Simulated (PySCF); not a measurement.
**MgO₂: singlet, from a side-on start**

Where does singlet MgO₂ go from a side-on start, is the end point a minimum, and what are its modes, charges and moments?

Method: PBE0, basis Mg def2-TZVP, O def2-TZVP, no relativity, density fitting; program: PySCF 2.14.0.

**1. The system as given**

3 atoms, charge 0, spin multiplicity 1.

Bond lengths: Mg1–O2 2.081 Å, Mg1–O3 2.081 Å, O2–O3 1.440 Å. Angles: O2–Mg1–O3 40.5°, Mg1–O2–O3 69.8°, Mg1–O3–O2 69.8°.

```xyz
3
charge 0 multiplicity 1
Mg    0.0000    0.0000    0.0000
O     0.7200    0.0000    1.9520
O    -0.7200    0.0000    1.9520
```

**2. First SCF at the start**

The steps below are one call of a driver around PySCF. For each, scf.py gives the equivalent set-up of the SCF; relaxations use the driver's own optimiser. After this first run the driver tries any further starts and a stability analysis.

The input, scf.py:

```python
from pyscf import gto, scf, dft
mol = gto.M(atom='''
Mg     0.000000     0.000000     0.000000
O      0.720000     0.000000     1.952000
O     -0.720000     0.000000     1.952000''',
    basis={'Mg': 'def2-TZVP', 'O': 'def2-TZVP'},
    charge=0, spin=0)
mf = dft.RKS(mol, xc='PBE0')
mf.grids.atom_grid = (50, 194)
aux = {'Mg': 'def2-universal-JKFIT', 'O': 'def2-universal-JKFIT'}
mf = mf.density_fit(auxbasis=aux)
mf.conv_tol = 1e-08
mf.diis_space = 10
mf.max_cycle = 60
mf.init_guess = 'minao'
mf.verbose = 4
mf.kernel()
```

Launch:

```bash
$ OMP_NUM_THREADS=2 python axn.py task.json out
```

Output:

```text
init E= -350.22601046193
  HOMO = -0.311700434107403  LUMO = -0.158298016331493  gap/eV = 4.17429
cycle= 1 E= -349.905709008963  delta_E= 0.32  |g|= 0.903  |ddm|= 1.99
  HOMO = -0.0550480136588005  LUMO = -0.0285370788224821  gap/eV = 0.72140
cycle= 2 E= -343.865388126012  delta_E= 6.04  |g|= 4.21  |ddm|= 3.56
  HOMO = -0.146474522605373  LUMO = -0.124736299615365  gap/eV = 0.59153
cycle= 3 E= -349.674528396156  delta_E= -5.81  |g|= 1.17  |ddm|= 2.52
  HOMO = -0.175671105755032  LUMO = -0.15108854023884  gap/eV = 0.66893
cycle= 4 E= -350.066549639585  delta_E= -0.392  |g|= 0.439  |ddm|= 2.15
  HOMO = -0.160717586068033  LUMO = -0.140834788115362  gap/eV = 0.54104
cycle= 5 E= -349.779990416954  delta_E= 0.287  |g|= 0.914  |ddm|= 2.06
  HOMO = -0.177694647742385  LUMO = -0.156630280918002  gap/eV = 0.57319
cycle= 6 E= -350.084325254113  delta_E= -0.304  |g|= 0.391  |ddm|= 2.05
  HOMO = -0.160735861347721  LUMO = -0.158131878565043  gap/eV = 0.07086
cycle= 7 E= -349.791716722519  delta_E= 0.293  |g|= 0.879  |ddm|= 2.03
cycle= 8 E= -350.113383047926  delta_E= -0.322  |g|= 0.254  |ddm|= 2.01
  HOMO = -0.168285350901581  LUMO = -0.137687773173958  gap/eV = 0.83260
cycle= 9 E= -349.635060065861  delta_E= 0.478  |g|= 1.13  |ddm|= 2.03
  HOMO = -0.139221909522196  LUMO = -0.110737809602693  gap/eV = 0.77509
cycle= 10 E= -349.30590597649  delta_E= 0.329  |g|= 1.52  |ddm|= 0.376
  HOMO = -0.133448742641229  LUMO = -0.103300147943568  gap/eV = 0.82039
cycle= 11 E= -349.191202700797  delta_E= 0.115  |g|= 1.63  |ddm|= 0.104
  HOMO = -0.134773856188824  LUMO = -0.105496407798081  gap/eV = 0.79668
cycle= 12 E= -349.225972262697  delta_E= -0.0348  |g|=  1.6  |ddm|= 0.0319
  HOMO = -0.133001105018043  LUMO = -0.103164109893717  gap/eV = 0.81191
cycle= 13 E= -349.181683608432  delta_E= 0.0443  |g|= 1.64  |ddm|= 0.0397
  HOMO = -0.141727963818788  LUMO = -0.113243740974039  gap/eV = 0.77510
cycle= 14 E= -349.354709896457  delta_E= -0.173  |g|= 1.47  |ddm|= 0.163
  HOMO = -0.142853007141417  LUMO = -0.11454535632219  gap/eV = 0.77029
cycle= 15 E= -349.370560265886  delta_E= -0.0159  |g|= 1.45  |ddm|= 0.0174
  HOMO = -0.144157525577233  LUMO = -0.116347648997423  gap/eV = 0.75675
cycle= 16 E= -349.388912938803  delta_E= -0.0184  |g|= 1.43  |ddm|= 0.0201
  HOMO = -0.185727301943436  LUMO = -0.159478197432191  gap/eV = 0.71427
cycle= 17 E= -350.079092580819  delta_E= -0.69  |g|= 0.417  |ddm|= 2.12
  HOMO = -0.154907795223531  LUMO = -0.126177738261664  gap/eV = 0.78178
cycle= 18 E= -349.522239247833  delta_E= 0.557  |g|= 1.28  |ddm|= 2.09
  HOMO = -0.188925269791613  LUMO = -0.157187066083332  gap/eV = 0.86364
cycle= 19 E= -350.065814051711  delta_E= -0.544  |g|= 0.459  |ddm|= 2.11
  HOMO = -0.165857370525417  LUMO = -0.149729467823254  gap/eV = 0.43886
cycle= 20 E= -349.73345449082  delta_E= 0.332  |g|= 0.981  |ddm|= 2.05
  HOMO = -0.161978139380448  LUMO = -0.16053474136391  gap/eV = 0.03928
cycle= 21 E= -349.794047224041  delta_E= -0.0606  |g|= 0.885  |ddm|= 0.181
  HOMO = -0.172350042318749  LUMO = -0.163587472566402  gap/eV = 0.23844
cycle= 22 E= -350.10675664147  delta_E= -0.313  |g|= 0.309  |ddm|= 1.99
  HOMO = -0.172536800325371  LUMO = -0.158741921983125  gap/eV = 0.37538
cycle= 23 E= -350.068560779324  delta_E= 0.0382  |g|= 0.549  |ddm|= 1.45
  HOMO = -0.180390930367671  LUMO = -0.140429073158375  gap/eV = 1.08742
cycle= 24 E= -349.933307705055  delta_E= 0.135  |g|= 0.826  |ddm|= 0.336
  HOMO = -0.180806185906572  LUMO = -0.143551178071654  gap/eV = 1.01376
cycle= 25 E= -349.980352046029  delta_E= -0.047  |g|= 0.744  |ddm|= 0.102
  HOMO = -0.182176553032325  LUMO = -0.147543571189533  gap/eV = 0.94241
cycle= 26 E= -350.067006410063  delta_E= -0.0867  |g|= 0.55  |ddm|= 0.215
  HOMO = -0.183575889915721  LUMO = -0.14862372352346  gap/eV = 0.95110
cycle= 27 E= -350.096132544797  delta_E= -0.0291  |g|= 0.464  |ddm|= 0.0929
  HOMO = -0.187855351707925  LUMO = -0.149622503567391  gap/eV = 1.04037
cycle= 28 E= -350.126206881227  delta_E= -0.0301  |g|= 0.351  |ddm|= 0.119
  HOMO = -0.196675061358969  LUMO = -0.153842817234761  gap/eV = 1.16552
cycle= 29 E= -350.165843889476  delta_E= -0.0396  |g|= 0.0125  |ddm|= 0.376
  HOMO = -0.19814770422409  LUMO = -0.152984281044304  gap/eV = 1.22896
cycle= 30 E= -350.165411466167  delta_E= 0.000432  |g|= 0.0384  |ddm|= 0.0426
  HOMO = -0.199013088782219  LUMO = -0.153236226092723  gap/eV = 1.24565
cycle= 31 E= -350.165845033199  delta_E= -0.000434  |g|= 0.0114  |ddm|= 0.0303
  HOMO = -0.199450763914162  LUMO = -0.153308050870976  gap/eV = 1.25561
cycle= 32 E= -350.16588716127  delta_E= -4.21e-05  |g|= 0.000465  |ddm|= 0.0133
  HOMO = -0.199481622541219  LUMO = -0.153293382904984  gap/eV = 1.25685
cycle= 33 E= -350.165887419073  delta_E= -2.58e-07  |g|= 0.000469  |ddm|= 0.00199
  HOMO = -0.19947421285225  LUMO = -0.153289814887245  gap/eV = 1.25674
cycle= 34 E= -350.165887612393  delta_E= -1.93e-07  |g|= 0.000267  |ddm|= 0.00248
  HOMO = -0.199487948905892  LUMO = -0.153295433085852  gap/eV = 1.25696
cycle= 35 E= -350.165887637133  delta_E= -2.47e-08  |g|= 0.000196  |ddm|= 0.00094
  HOMO = -0.199483434555705  LUMO = -0.153293719458063  gap/eV = 1.25689
cycle= 36 E= -350.165887648167  delta_E= -1.1e-08  |g|= 7.09e-05  |ddm|= 0.000201
  HOMO = -0.19948151126901  LUMO = -0.153293145519335  gap/eV = 1.25685
cycle= 37 E= -350.165887649738  delta_E= -1.57e-09  |g|= 1.45e-05  |ddm|= 6.78e-05
  HOMO = -0.199477837902112  LUMO = -0.15329161303427  gap/eV = 1.25679
Extra cycle  E= -350.165887645975  delta_E= 3.76e-09  |g|= 0.00011  |ddm|= 0.000146
converged SCF energy = -350.165887645975
```

This step, with its further starts and checks, needed 8.5 s of wall time on 2 threads of Arm Neoverse V1, shared host.

Energies from each starting density:

```
                      start  energy (Eh)
    the minimal-basis guess  -350.165888
a thermally smeared density  -350.165888
      a smeared PBE density  -350.165888
```

No lower closed-shell solution turned up from the other starts or in the test of internal stability.

**3. Relaxation: side-on start, singlet**

The program finds C2v symmetry in the start, which this walk keeps. The walk stops when the largest gradient is under 0.0003 Eh/bohr and the energy has settled too.

Edit scf.py of step 2 so:

```diff
@@ -3,3 +3,3 @@
-Mg     0.000000     0.000000     0.000000
-O      0.720000     0.000000     1.952000
-O     -0.720000     0.000000     1.952000''',
+Mg     0.000000     0.000000    -1.115575
+O      0.720000     0.000000     0.836425
+O     -0.720000     0.000000     0.836425''',
@@ -15 +14,0 @@
-mf.init_guess = 'minao'
```

Energy and gradient, step by step:

```
step  energy (Eh)  change (kJ/mol)  largest symmetric gradient (Eh/bohr)
   0  -350.165888             0.00                               0.04886
   1  -350.173856           -20.92                               0.03068
   2  -350.177798           -31.27                               0.02197
   3  -350.179373           -35.40                               0.01450
   4  -350.179854           -36.67                               0.00272
   5  -350.179895           -36.78                               0.00058
   6  -350.179897           -36.78                               0.00005
```

The walk took 5.3 s.

Positions (Å) and forces (eV/Å) along the way:

```
step 0
Mg   0.000   0.000  -1.116   0.000   0.000   2.512
O    0.720   0.000   0.836  -1.968   0.000  -1.256
O   -0.720   0.000   0.836   1.968   0.000  -1.256
step 1
Mg   0.000   0.000  -1.068   0.000   0.000   1.577
O    0.685   0.000   0.813   0.074   0.000  -0.789
O   -0.685   0.000   0.813  -0.074   0.000  -0.789
step 3
Mg   0.000   0.000  -0.954   0.000   0.000  -0.315
O    0.706   0.000   0.756   0.746   0.000   0.158
O   -0.706   0.000   0.756  -0.746   0.000   0.158
step 6
Mg   0.000   0.000  -0.947   0.000   0.000   0.000
O    0.728   0.000   0.752   0.003   0.000   0.000
O   -0.728   0.000   0.752  -0.003   0.000   0.000
```

It settles in C2v symmetry, 36.8 kJ/mol below the start, after 6 steps: Mg–O 1.849 Å (×2), O–O 1.457 Å; Mg–O–O 66.8° (×2), O–Mg–O 46.4°.

**4. Hessian and properties**

The point is checked on the finer grid, and tightened if its gradient asks for it. The Hessian and the dipole derivatives come from central differences of analytic gradients, with steps of 0.02 bohr.

Edit scf.py of step 3 so:

```diff
@@ -3,3 +3,3 @@
-Mg     0.000000     0.000000    -1.115575
-O      0.720000     0.000000     0.836425
-O     -0.720000     0.000000     0.836425''',
+Mg     0.000000     0.000000    -0.970988
+O      0.728814     0.000000     0.728123
+O     -0.728814     0.000000     0.728123''',
@@ -9 +9 @@
-mf.grids.atom_grid = (50, 194)
+mf.grids.atom_grid = (75, 302)
@@ -12 +12 @@
-mf.conv_tol = 1e-08
+mf.conv_tol = 1e-10
```

This SCF starts from the last density.

Log of the central SCF (cycles and frontier levels):

```text
init E= -350.179885306637
  HOMO = -0.192054297888282  LUMO = -0.143932625633553  gap/eV = 1.30946
cycle= 1 E= -350.179885306599  delta_E= 3.82e-11  |g|= 1.23e-05  |ddm|= 1.51e-05
  HOMO = -0.192057848272163  LUMO = -0.143933170382653  gap/eV = 1.30954
cycle= 2 E= -350.179885305748  delta_E= 8.51e-10  |g|= 5.69e-05  |ddm|= 7.54e-05
  HOMO = -0.192054649350676  LUMO = -0.14393268167241  gap/eV = 1.30947
cycle= 3 E= -350.179885306629  delta_E= -8.81e-10  |g|= 7.21e-06  |ddm|= 6.73e-05
  HOMO = -0.192054879576595  LUMO = -0.143932716591841  gap/eV = 1.30947
cycle= 4 E= -350.17988530664  delta_E= -1.07e-11  |g|= 1.02e-08  |ddm|= 5.64e-06
  HOMO = -0.192054877847728  LUMO = -0.143932715732568  gap/eV = 1.30947
Extra cycle  E= -350.179885306639  delta_E= 1.02e-12  |g|= 1.58e-08  |ddm|= 1.94e-08
converged SCF energy = -350.179885306639
```

The whole step took 14 s.

Geometry: C2v; Mg–O 1.849 Å (×2), O–O 1.458 Å; Mg–O–O 66.8° (×2), O–Mg–O 46.4°.

Modes, for the most abundant isotopes:

```
ω (cm⁻¹)  IR (km/mol)  μ (u)
     406          600  18.19
     590         17.4  16.97
     887          324  17.19
```

No imaginary mode, so this is a minimum.

Here the density breaks the symmetry of the frame, and no labels are given.

Properties at this point:

```yaml
Dipole_moment: 7.01 D
Highest_occupied_level: -5.23 eV
Lowest_empty_level: -3.92 eV
Rotational_constants: 0.9921, 0.426, 0.298 cm⁻¹
Zero-point_energy: 11.3 kJ/mol
Principal_polarisabilities: 33.6, 47.3, 116.3 bohr³
Atomisation_energy_without_zero-point_energy: 477 kJ/mol
Principal_traceless_quadrupole_moments_about_the_centre_of_mass: -4.15, 1.32, 2.84 D Å
Entropy_at_298.15_K_and_1_bar: 252.2 J/(mol K)
Heat_capacity_Cp_at_298.15_K: 45.9 J/(mol K)
Enthalpy_at_298.15_K_above_0_K: 11.30 kJ/mol
Rotational_symmetry_number: 2
```

Charges (e) and bond orders:

```json
{"atom": "Mg1", "Mulliken": "0.80", "Löwdin": "0.52", "polar tensor": "0.22", "Mayer order to Mg1": "–"}
{"atom": "O2,3", "Mulliken": "-0.40", "Löwdin": "-0.26", "polar tensor": "-0.11", "Mayer order to Mg1": "0.97"}
```

Outer orbital energies (eV). occupied: -52.19, -28.33, -20.87, -10.64, -10.39, -9.77, -6.25, -5.23; empty: -3.92, -0.68, -0.41, 1.12.

Mulliken populations on Mg1: s 4.58, p 6.43, d 0.19.

**5. Would spin polarisation lower it?**

At the lowest minimum the closed shell is tested against spin polarisation, on the (50, 194) grid. It is unstable: an open-shell solution lies lower. That solution was not followed to a minimum here.

**6. Results**

| quantity | value |
| --- | --- |
| minimum | singlet, C2v (closed shell, unstable towards spin polarisation) |
| geometry | Mg–O 1.849 Å (×2), O–O 1.458 Å; Mg–O–O 66.8° (×2), O–Mg–O 46.4° |
| wavenumbers (cm⁻¹) | 406, 590, 887 |
| dipole moment | 7.01 D |
| highest occupied, lowest empty level | -5.23, -3.92 eV |
| polar-tensor charge of Mg1 | +0.22 e |
| zero-point energy | 11.3 kJ/mol |

**Reading.** The molecule stays C2v, as typed, and the end point is a minimum. In the infrared the band at 406 cm⁻¹ leads. With 7.0 D the molecule is strongly polar. Only this shape and spin were tried, so other structures or states may lie lower. The SCF density has lower symmetry than the nuclear frame. The small gap makes a closed-shell description doubtful. A stability analysis at the minimum finds the closed shell unstable towards spin polarisation: an open-shell solution lies lower, and these values are not those of the lowest state.

The search up to here needed 30 s of wall time on 2 threads of Arm Neoverse V1, shared host.
